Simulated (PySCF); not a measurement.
Isomers C5H10O:

A. 3,3-dimethyloxetane
B. `C=CCOCC`
C. (3Z)-3-penten-1-ol (SMILES C/C=C\CCO)
D. 2-methyl-3-buten-2-ol (C=CC(C)(C)O)

Spectrum 1. ¹³C{¹H} NMR (computed): δ 157.4 (CH), 115.2 (CH2), 74.4 (C), 32.0 (CH3).

Spectrum 2. ¹³C{¹H} NMR (computed): δ 85.0 (CH2), 36.8 (C), 28.8 (CH3).

Spectrum 3. ¹³C{¹H} NMR (computed): δ 137.0 (CH), 134.2 (CH), 65.0 (CH2), 34.8 (CH2), 16.2 (CH3).

Spectrum 4. ¹³C{¹H} NMR (computed): δ 147.1 (CH), 120.1 (CH2), 79.0 (CH2), 71.0 (CH2), 18.1 (CH3).

PySCF 2.14.0 with density-fitted response routines calculation with shieldings: GIAO PBE0/pcSseg-1, coordinates at the GFN2-xTB level and couplings computed with B3LYP/pcJ-1 (spin–dipole term left out of most H,H and C,H couplings); isolated molecule, relativity neglected, fast rotation and ring inversion assumed for equivalent nuclei, a single conformation.

Chemical shifts δ = σref − σ; TMS for ¹³C (σref 186.93), all at this level. Shifts are as computed. Against solution values, carbons near 30 ppm lie about +3 ppm off and those near 130 ppm about +5 ppm. Of 1211 compounds with measured shifts, 218 miss one by over three times the rms of a fit or turn the order of signals round; such compounds aren't used in these exercises.

Match each spectrum to its structure.

## Answers

1–D, 2–A, 3–C, 4–B.

- Spectrum 1 (D): 4 ¹³C signals; δC 157.4 is an alkene CH; δC 115.2 is a terminal =CH2 carbon.
- Spectrum 2 (A): 3 ¹³C signals; δC 85.0 is an sp3 CH2 bonded to O; δC 36.8 is a quaternary sp3 carbon in a ring.
- Spectrum 3 (C): 5 ¹³C signals; δC 137.0 is an alkene CH; δC 134.2 is an alkene CH.
- Spectrum 4 (B): 5 ¹³C signals; δC 147.1 is an alkene CH; δC 120.1 is a terminal =CH2 carbon.
